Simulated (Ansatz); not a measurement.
A search over several starts for the lowest SCF solution of Si2OH6⁺, that is (H3Si)2O with one electron fewer at the given spin, in a small basis.

```yaml
crystal:
  periodic: [false, false, false]
  atoms:
    - {symbol: Si, position_ang: [-0.928788, -1.092274, 0.634083]}
    - {symbol: H, position_ang: [-1.030215, -0.648281, 2.047643]}
    - {symbol: H, position_ang: [-0.712513, -2.556922, 0.587646]}
    - {symbol: H, position_ang: [-2.192487, -0.752883, -0.069623]}
    - {symbol: O, position_ang: [0.341389, -0.363755, -0.095451]}
    - {symbol: Si, position_ang: [0.980893, 1.036783, -0.648461]}
    - {symbol: H, position_ang: [2.351475, 0.759168, -1.136843]}
    - {symbol: H, position_ang: [0.154838, 1.573082, -1.760200]}
    - {symbol: H, position_ang: [1.035397, 2.045092, 0.441196]}
basis:
  gaussian: {orbitals: def2-SVP}
total_charge: 1
magnetization: {spin_polarized: true, initial_magnetization: 1}
hamiltonian: {xc: pbe0, dispersion: d4}
output: {orbitals: {seedname: orbitals}}
```

```sh
$ ansatz run in.yaml --threads 4 --pin off --events-out ev --progress --plain --max-ram 3916MiB
```

Shortened log:

```
Functional definition: PBE0
  name "PBE0"
  cite "Adamo & Barone, J. Chem. Phys. 110, 6158 (1999) doi:10.1063/1.478522"
  cite "Perdew, Burke & Ernzerhof, Phys. Rev. Lett. 77, 3865 (1996) doi:10.1103/PhysRevLett.77.3865"
  parent pbe
  parameter a = 0.25
  parameter kappa = 0.804
  parameter beta = 0.06672455060314922
  exchange = (1 - a)*pbe_x(kappa = kappa, mu = beta*pi^2/3) + a*exact_x
  correlation = pbe_c(beta = beta)
764 factors; integrals over basis functions are off by at most 1.1e-3 eV
mean field evaluation 1: about -17864.7457 eV, gradient 5.2e1 eV
mean field evaluation 2: about -17821.3289 eV, gradient 1.1e2 eV
mean field evaluation 4: about -17875.0819 eV, gradient 3.6e0 eV
mean field evaluation 8: about -17875.1813 eV, gradient 8.2e-1 eV
mean field evaluation 16: about -17875.1858 eV, gradient 1.4e-2 eV
mean field evaluation 32: about -17875.1859 eV, gradient 8.0e-5 eV
mean field evaluation 64: about -17875.1704 eV, gradient 2.7e-1 eV
mean field -17875.18588045 eV, -656.9009648705 hartree, gradient 7.5e-6 eV, S^2 0.759153; 5 other end points of the search recorded, 0 dependent functions left out
reference -17875.18590640 eV, -656.9009658241 hartree; 21, 20 occupied and 59, 60 virtual orbitals, 764 factors
Total energy: -17875.29529819 eV, -656.9049858983 hartree
```

It took 4.9 s on 4 threads of Intel Xeon Platinum 8259CL on a shared host.
